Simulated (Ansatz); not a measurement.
# Which isomer of CH2NaS gives these data?

These gas-phase data were calculated for one isomer of CH2NaS at PBE-D3(BJ)/def2-SVP (harmonic, unscaled wavenumbers; equilibrium rotational constants with average atomic masses):

* rotational constants: 21.06, 3.871, 3.325 GHz
* all wavenumbers above 1500 cm⁻¹: 3131, 3025

Candidates:

(1) `[Na][CH]S`, a doublet
(2) `[CH2][S][Na]`, a doublet

Problem. Assign the data to one candidate and say why.

Solution. Candidate (2). No mode falls between 2500 and 2800 cm⁻¹, where the S–H stretch of (1) would stand.

The same quantities for all candidates:

```tsv
	rotational constants (GHz)	wavenumbers above 1500 cm⁻¹	E above the lowest, PBE-D3(BJ)/def2-SVP (kcal/mol)
(1)	44.64, 2.725, 2.582	2955, 2507	36.3
(2)	21.06, 3.871, 3.325	3131, 3025	0.0
```

Harmonic stretches to hydrogen usually lie a few per cent above observed fundamentals. Each candidate is one conformer. Open shells are spin-unrestricted. Programs: Ansatz 0.2.0.
